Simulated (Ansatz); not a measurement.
**BF (triplet): the correlation ladder, def2-TZVPP**

One table from this session's results is given with a row withheld; the runs are named, their logs left out.

Method: def2-TZVPP, core rule «outside noble gas», up to 2 orbitals frozen; program: Ansatz 0.2.0, Gaussian basis.

To be run: UHF; ROHF; CCSD(T) on UHF.

2 further runs of the same task are left out: 2 set aside as unsound or not needed.

## What is computed

The geometry is a PBE0/def2-TZVP stationary point (not a proven minimum) of the parent state, kept for this charge and spin.

2 atoms, charge 0, spin multiplicity 3.

Atoms are counted from 1 here; the program's logs count them from 0.

Bond lengths: B1–F2 1.263 Å.

Set-up of the first run:

Input file in.yaml:

```yaml
crystal:
  periodic: [false, false, false]
  atoms:
    - {symbol: B, position_ang: [0.000000, 0.000000, 0.000000]}
    - {symbol: F, position_ang: [0.000000, 0.000000, 1.263100]}
basis:
  gaussian: {orbitals: def2-TZVPP}
magnetization: {spin_polarized: true, initial_magnetization: 2}
hamiltonian: {xc: hf}
output: {orbitals: {seedname: orbitals}}
```

Run with:

```sh
$ ansatz run in.yaml --threads 1 --pin off --events-out ev --progress --plain --max-ram 4096MiB --backend cpu
```

Steps of the session up to this table: UHF; ROHF; CCSD(T) on UHF.

One of the session's tables, all rows but one given; the rest of the session is left out.

| method | from UCCSD(T) (meV) |
| --- | --- |
| ROHF | +8277.5 |
| UHF | +8244.7 |
| UMP2 | ? |
| UCCSD | +235.5 |
| UCCSD(T) | 0 |

Estimate the missing values for UMP2.

The run gave: from UCCSD(T) (meV): +372.7. In the column «from UCCSD(T) (meV)» it lies between UCCSD (+235.5) and UHF (+8244.7).
